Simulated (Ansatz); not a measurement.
**CHAlO+ (quartet): from Hartree-Fock to the top rungs, cc-pVDZ**

An exercise on one series of results from a longer session: the logs are not shown, and one member is left open.

Method: cc-pVDZ, core rule «outside noble gas», up to 7 orbitals frozen; program: Ansatz 0.2.0, Gaussian basis.

To be run: UHF; CCSD(T) on ROHF; CCSD(T) on UHF; BCCD(T) on ROHF; CISD; CCSDT(Q) on ROHF; CCSDT(Q) on UHF.

31 further runs of the same task are left out: 15 that didn't finish, 16 set aside as unsound or not needed.

### What is computed

The geometry is a PBE0/def2-TZVP stationary point (not a proven minimum) of the parent state, kept for this charge and spin.

4 atoms, charge 1, spin multiplicity 4.

Atoms are counted from 1 here; the program's logs count them from 0.

Bond lengths: C1–Al2 1.857 Å, C1–H4 1.080 Å, Al2–O3 1.597 Å. Angles: Al2–C1–H4 180.0°, C1–Al2–O3 180.0°.

The first run:

The input, in.yaml:

```yaml
crystal:
  periodic: [false, false, false]
  atoms:
    - {symbol: C, position_ang: [0.000000, 0.000000, 1.057693]}
    - {symbol: Al, position_ang: [0.000000, 0.000000, -0.799174]}
    - {symbol: O, position_ang: [0.000000, 0.000000, -2.396024]}
    - {symbol: H, position_ang: [0.000000, 0.000000, 2.137505]}
basis:
  gaussian: {orbitals: cc-pVDZ}
total_charge: 1
magnetization: {spin_polarized: true, initial_magnetization: 3}
hamiltonian: {xc: hf}
output: {orbitals: {seedname: orbitals}}
```

On the command line:

```
> ansatz run in.yaml --threads 1 --pin off --events-out ev --progress --plain --max-ram 2393MiB
```

Steps of the session up to this table: UHF; CCSD(T) on ROHF; CCSD(T) on UHF; BCCD(T) on ROHF; CISD; CCSDT(Q) on ROHF; CCSDT(Q) on UHF.

One table of the session follows, with a row left open; its other results are not shown here.

| method | from UCCSDT(Q) (kJ/mol) |
| --- | --- |
| ROHF | +805.2 |
| UHF | +778.0 |
| RMP2 | +104.6 |
| UMP2 | +104.8 |
| CISD | ? |
| RCCSD | +21.4 |
| UCCSD | +20.8 |
| RCCSD(T) | +4.7 |
| UCCSD(T) | +4.6 |
| BCCD(T) | +4.7 |
| RCCSDT | +1.8 |
| UCCSDT | +1.6 |
| RCCSDT(Q) | +0.3 |
| UCCSDT(Q) | 0 |

**Question.** Estimate the row for CISD.

The run gave: from UCCSDT(Q) (kJ/mol): +80.3. In the column «from UCCSDT(Q) (kJ/mol)» it lies between RCCSD (+21.4) and RMP2 (+104.6).

Caveats from the session: Restricted and unrestricted rows rest on different reference determinants; where their highest levels disagree by more than a few hundredths of an eV, they describe different states and don't form one ladder.
